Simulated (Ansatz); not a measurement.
Reaction: C2H3Cl (SMILES C=CCl) → C2H2Cl (SMILES C=[C]Cl, doublet) + H (doublet) (the C-H bond breaks)
Each species at its own B3LYP-D3(BJ)/def2-TZVP minimum (Ansatz, a first-principles code).

Wanted: bond dissociation energy (electronic), in kcal/mol. Open shells are spin-unrestricted; no spin-orbit coupling. CBS(X,Y): correlation extrapolated as X^-3, Hartree-Fock from the larger set (Q,5: extrapolated as (X+1)exp(-9√X)). A bracket is a step between two methods taken in the basis named. The functionals are non-relativistic, so their misses hold any scalar relativity. Double hybrids freeze cores in their MP2 part. 'core' is core correlation in cc-pwCVTZ (1s frozen past Ne), 'X2C' scalar relativity in cc-pVTZ-DK, both at CCSD(T). For partners of very few electrons the exact lower level stands in for a higher one. The UHF reference of C2H2Cl (C=[C]Cl, doublet) is spin-contaminated (<S^2> up to 0.21 over the pure value in the sets run).

CCSD(T)/CBS(cc-pV(Q+d)Z,cc-pV(5+d)Z) + [CCSDT(Q) - CCSD(T)]/cc-pV(D+d)Z + core + X2C (Ansatz) gives 115.6 kcal/mol.

Problem. What does PBE/def2-TZVPD (Ansatz) give here, and how do the other levels compare?

Solution. PBE gives 109.5 kcal/mol, 6.1 kcal/mol below it. Differences of the others: r2SCAN/def2-TZVPD (Ansatz) -6.6; wB97M-V/def2-TZVPD (Ansatz) 0.0; B2PLYP/def2-TZVPD (Ansatz) -2.7; CCSD(T)/CBS(cc-pV(Q+d)Z,cc-pV(5+d)Z) + core + X2C (Ansatz) 0.5 kcal/mol. Nearer than PBE: wB97M-V/def2-TZVPD, B2PLYP/def2-TZVPD, CCSD(T)/CBS(cc-pV(Q+d)Z,cc-pV(5+d)Z) + core + X2C.
